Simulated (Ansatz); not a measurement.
Species: H$_{2}$O$_{2}$, charge 0, multiplicity 1. 
Geometry from a B3LYP-D3(BJ)/def2-TZVP (Ansatz, a program for electronic structure) optimisation:
```
O
H 1 0.9680
O 1 1.4504 2 100.54
H 3 0.9680 1 100.54 2 115.91
```
Charge 0, spin multiplicity 1.

Wanted: vertical triplet-singlet gap (E(triplet) - E(singlet); each state is the SCF solution reached for its spin; for the triplet the Hartree-Fock reference is unstable and T1 is 0.031), in kcal/mol. Valence correlation only, unless marked. UHF or UKS for open shells. Spin-orbit coupling is left out. No relativistic terms. 

```tsv
level	program	vertical triplet-singlet gap (kcal/mol)
PBE/def2-TZVPD	Ansatz	102.8
PBE0/def2-TZVPD	Ansatz	107.5
CAM-B3LYP/def2-TZVPD	Ansatz	108.4
wB97X-V/def2-TZVPD	Ansatz	112.0
RI-MP2/aug-cc-pVTZ	Ansatz	130.1
RI-MP2/def2-QZVPPD	Ansatz	130.8
CCSD/def2-SVPD	Ansatz	116.4
CCSD/aug-cc-pVTZ	Ansatz	115.9
CCSD/def2-TZVPPD	Ansatz	115.9
```
